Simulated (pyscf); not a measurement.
Single points on ωB97X-D3(BJ)/def2-SVP structures (PySCF, gas phase). Correlated levels are frozen-core, on RHF or UHF. ΔMP2 is the change of the MP2 total energy from the triple- to the quadruple-zeta basis.

What is the homolytic dissociation enthalpy (298 K, CCSD(T)/def2-TZVPP + ΔMP2(QZVPP)) of the Ga–S bond of HS–Ga(SH)–Cl, to SH• + [HS–Ga–Cl]•?

Ga–S to SH• + [HS–Ga–Cl]•: 83.7 kcal/mol. The radicals are drawn with the spin at the cut bond; how far it spreads was not checked. Other isomers of [HS–Ga–Cl]• were not searched in full and may lie lower. The CCSD(T) − MP2 part came from Ansatz, without density fitting, on the same reference. The frozen core leaves the outer d or s,p core shells of the metals and heavy elements correlated in the MP2 and CC values, and def2-TZVPP describes them poorly, which can shift differences by a few kcal/mol. Left out: the spin-orbit lowering of SH. Elements up to Kr have no core potential and no relativistic terms here.
